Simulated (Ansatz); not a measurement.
**[H···H···BH₂], doublet: reading a ladder of total energies**

All five atoms lie in one plane.

Geometry: a point of a hydrogen-transfer path between rigid fragments, not a stationary point.

```xyz
5

H    -1.9826    0.0000    0.0000
H    -1.2036    0.0000    0.0000
B     0.1704    0.0000    0.0000
H     0.6794    0.0000    1.0770
H     0.6794    0.0000   -1.0770
```

Basis cc-pVDZ; Ansatz 0.2.0. Only valence electrons are correlated (noble-gas cores frozen), which leaves 7 electrons in 33 orbitals. R marks a restricted (for open shells ROHF) determinant, U an unrestricted one.

Full CI is exact within this basis and frozen core; it isn't the basis-set limit. The frozen core follows each run's orbitals, which can shift R against U totals by a few meV.

Runs differ by some tens of microhartree through their thresholds and, for an open shell, their frozen cores, so steps under 0.1 kcal/mol mean nothing.

| level | total energy (hartree) |
| --- | --- |
| UHF | -26.838235 |
| UMP2 | -26.940321 |
| UCCSD | -26.968576 |
| UCCSD(T) | -26.970553 |
| UCCSDT | -26.971077 |
| UCCSDT(Q) | -26.971126 |
| UCCSDTQ | -26.971136 |
| full CI | -26.971135 |

Question: What is the correlation energy at full CI, and what share of it do UMP2 and UCCSD(T) recover?

Answer: E(corr) = -26.971135 − (-26.838235) = -0.132900 hartree = -3.616 eV. UMP2: -0.102086 / -0.132900 = 76.81 %. UCCSD(T): -0.132318 / -0.132900 = 99.56 %.

Question: By how many kcal/mol does UCCSD(T) miss full CI (1 hartree = 627.509 kcal/mol), and which steps make up the rest?

Answer: -26.970553 − (-26.971135) = 0.000582 hartree = 0.37 kcal/mol. Steps: UCCSDT − UCCSD(T) = -0.33, UCCSDT(Q) − UCCSDT = -0.03, UCCSDTQ − UCCSDT(Q) = -0.01, full CI − UCCSDTQ = 0.00 kcal/mol. That is within 1 kcal/mol of the reference in this basis, which itself misses far more of the correlation at the basis-set limit.
